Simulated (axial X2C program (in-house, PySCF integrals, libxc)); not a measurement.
# Linear AlNC⁻ at several levels

The task here is to estimate one member of a computed series from the others.

Method: all-electron X2C, two-component (2c) or spin-free, Al dyall-v3z, N dyall-av3z, C dyall-v3z; program: an in-house X2C program for linear molecules on PySCF integrals.

All values are calculated.

2 further runs of the same task are left out: 2 set aside as unsound or not needed.

The first run:

task.json

```json
{"zs": [13, 7, 6], "q": -1, "bas": ["dyall-v3z", "dyall-av3z", "dyall-v3z"], "r0": [1.92, 1.17], "symm": 0, "scan": ["PBE0", "HF", "BHandHLYP"], "levels": ["PBE0", "HF", "B3LYP"], "nst": 2}
```

Keys: zs atomic numbers; q charge; bas basis sets; r0 starting distance in Å; symm equal bonds; scan levels of the two-bond scan (MP2 follows by itself at each HF point); levels methods; nst determinants followed.

The run is started by

```sh
$ python solin.py task.json out
```

Masses Al 26.982, N 14.003, C 12.000 u.

Among the steps run: Scan at PBE0, 2c; Scan at HF, 2c; Scan at BHandHLYP, 2c.

One table of the session follows, with a row left open; its other results are not shown here.

```
               level  r(Al–N) (Å)  r(N–C) (Å)  lower stretch (cm⁻¹)  upper stretch (cm⁻¹)
            PBE0, 2c        1.948       1.173                 421.6                2104.3
              HF, 2c        1.957       1.151                 423.9                2293.9
       BHandHLYP, 2c        1.948       1.160                 419.4                2190.0
             MP2, 2c        1.992       1.186                 393.4                2157.1
     PBE0, spin-free        1.948       1.173                 421.7                2104.3
       HF, spin-free            ?           ?                     ?                     ?
BHandHLYP, spin-free        1.948       1.160                 419.4                2190.0
      MP2, spin-free        1.992       1.186                 393.5                2157.4
```

Estimate the missing values for HF, spin-free.

**Answer.** r(Al–N) (Å): 1.956; r(N–C) (Å): 1.151; lower stretch (cm⁻¹): 423.9; upper stretch (cm⁻¹): 2293.9. In the column «r(Al–N) (Å)» it lies between BHandHLYP, spin-free (1.948) and HF, 2c (1.957).

Scans not shown above were run alike.

MP2 freezes inner shells (threshold -2 hartree). For an anion the highest level of a functional can be positive, and the basis then holds the extra electron. The molecule was held linear; bending was not examined, so a bent shape may lie lower. Note: functional without a current term on a determinant with orbital currents, of the molecule or an atom.
